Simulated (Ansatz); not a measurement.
Ansatz (a program for electronic structure) input (r2SCAN/aug-cc-pV(T+d)Z): A basis named .json is the Basis Set Exchange file of that set (core-valence sets with the plain set on hydrogen).

Ansatz 0.2 input:
```yaml
crystal:
  periodic: [false, false, false]
  atoms:
    - {symbol: S, position_ang: [0.00079836, 0.00101417, 0.10422964]}
    - {symbol: H, position_ang: [-0.00010930, 0.98195700, -0.84351873]}
    - {symbol: H, position_ang: [-0.01266448, -0.99818372, -0.82415549]}
basis:
  gaussian:
    orbitals: aug-cc-pV_T+d_Z.json
    final_grid: {core_spheres: 18, valence_spheres: 15, degree: 47}
hamiltonian:
  xc: {name: r2SCAN}
total_charge: 1
magnetization: {spin_polarized: true, initial_magnetization: 1}
```

Output:

```
Functional definition: r2SCAN
integrals: 0.02 GiB planned
496 factors; their error is unknown
mean field: 0.29 GiB planned
mean field evaluation 1: about -10856.1952 eV, gradient 1.6e1 eV
mean field evaluation 2: about -10856.8968 eV, gradient 1.1e1 eV
mean field evaluation 4: about -10857.3983 eV, gradient 7.5e-1 eV
mean field evaluation 8: about -10857.3909 eV, gradient 2.2e-3 eV
mean field -10857.39094244 eV, -399.0017577308 hartree, gradient 3.7e-5 eV, S^2 0.758841; 0 other end points of the search recorded, 0 dependent functions left out
reference -10857.39094856 eV, -399.0017579556 hartree; 9, 8 occupied and 92, 93 virtual orbitals, 496 factors
Total energy: -10857.39094856 eV, -399.0017579556 hartree
```
